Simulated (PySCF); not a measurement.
Cartesian coordinates (Å):
```xyz
2

S      0.6803     0.0000     0.0000
H     -0.6804     0.0000     0.0000
```
Charge 0, spin multiplicity 2.

**Question.** Give the total energy, highest occupied spin orbital and dipole moment at the level TPSSh-D3(BJ)/def2-TZVP // TPSS-D3(BJ)/def2-SVP run with PySCF.

**Answer.** 
The total energy is -398.7716 Ha. The highest occupied spin orbital is -6.75 eV and the dipole moment is 0.183 e·Å.
